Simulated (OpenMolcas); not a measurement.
**HNO2 (nitrous acid): a line through the functionals**

HNO2 has 4 atoms, charge 0, and is taken as a singlet. As SMILES, `O=NO`. Geometry: relaxed at PBE0-D4/def2-TZVP.

The vertical ionisation energy (to the doublet cation) y, in eV, basis def2-TZVP; a is the functional's share of exact exchange. Programs: OpenMolcas 26.06.

| functional | program | a | y (eV) |
| --- | --- | --- | --- |
| r2SCAN | OpenMolcas | 0 | 10.97 |
| BLYP | OpenMolcas | 0 | 10.86 |
| B3LYP | OpenMolcas | 0.2 | ? |
| PBE0 | OpenMolcas | 0.25 | 11.11 |
| BHLYP | OpenMolcas | 0.5 | 11.25 |

Task: Fit y = c + s·a to the known rows and predict B3LYP.

Result: 
1. Means of the 4 rows: a = 0.1875, y = 11.047.
2. Σ(Δa)² = 0.17188, Σ(Δa·Δy) = 0.11687, so the slope is 0.11687/0.17188 = 0.67995.
3. Intercept: 11.047 − (0.67995) × 0.1875 = 10.920. The largest residual of the fit is 0.060.
4. B3LYP: 10.920 + (0.67995) × 0.2 = 11.06 eV.

The run gave 11.21 eV, so the prediction is off by -0.15 eV, more than the scatter of the fit. The rows mix families of semi-local functionals, which the line can't see.
